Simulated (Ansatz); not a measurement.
C4H7ClO can be A, `C=CC(Cl)OC`, or B, `C/C(O)=C/CCl`.

Calculated with Ansatz (gas phase, PBE0-D4/def2-TZVP geometries, no zero-point term in ΔE). CCSD(T)/CBS is the MP2 limit (def2-TZVPP, def2-QZVPP) plus CCSD(T) − MP2 in def2-TZVPP, frozen cores. Functionals use def2-TZVPP. B3LYP here is the variant with VWN-RPA as its local correlation; programs differ in this. One conformer a species, not always the lowest.

Which is lower in electronic energy at CCSD(T)/CBS, and by how much? (Best estimate.)

Ansatz gave: B, by 62.1 kJ/mol.

Give E(B) − E(A) in kJ/mol with B3LYP-D4, r2SCAN-D4, B3LYP, HF/def2-TZVPP, CCSD(T)/def2-TZVPP, MP2/def2-TZVPP, PBE-D4. (Estimate.)

Ansatz gave: B3LYP-D4 -59.8, r2SCAN-D4 -65.3, B3LYP -61.8, HF/def2-TZVPP -56.6, CCSD(T)/def2-TZVPP -59.9, MP2/def2-TZVPP -66.1, PBE-D4 -67.0. None reverses the order clearly.

Largest T1 diagnostic: 0.011.

In def2-TZVPP, CCSD(T) changes the Hartree–Fock value by −3.3 kJ/mol (the triples alone add +0.9 kJ/mol) and MP2 by −9.5 kJ/mol.
